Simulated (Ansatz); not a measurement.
Basis-set series for C₃H₆F, SMILES `[CH2]CCF` radical. Charge 0, multiplicity 2. The geometry is a stationary point of PBE0-D4/def2-TZVP. It is one conformer, not always the lowest.

```json
{"functional": "PBE0-D4", "basis": "def2-SVP", "functions": "86", "energy (Eh)": "-217.30189", "HOMO (eV)": "-6.13", "LUMO (eV)": "-1.05"}
{"functional": "PBE0-D4", "basis": "def2-QZVPP", "functions": "408", "energy (Eh)": "-217.56695", "HOMO (eV)": "-6.21", "LUMO (eV)": "-1.39"}
{"functional": "ωB97M-V", "basis": "def2-SVP", "functions": "86", "energy (Eh)": "-217.43220", "HOMO (eV)": "-8.19", "LUMO (eV)": "0.91"}
{"functional": "ωB97M-V", "basis": "def2-QZVPP", "functions": "408", "energy (Eh)": "-217.70793", "HOMO (eV)": "-8.27", "LUMO (eV)": "0.35"}
```

Task: Give the rows for def2-TZVPP. (An estimate is asked.)

Result: Computed: 
| functional | basis | functions | energy (Eh) | HOMO (eV) | LUMO (eV) |
| --- | --- | --- | --- | --- | --- |
| PBE0-D4 | def2-TZVPP | 208 | -217.55493 | -6.19 | -1.32 |
| ωB97M-V | def2-TZVPP | 208 | -217.69620 | -8.25 | 0.48 |

HOMO and LUMO are taken over both spins. Positive LUMOs are unbound and depend on the basis.
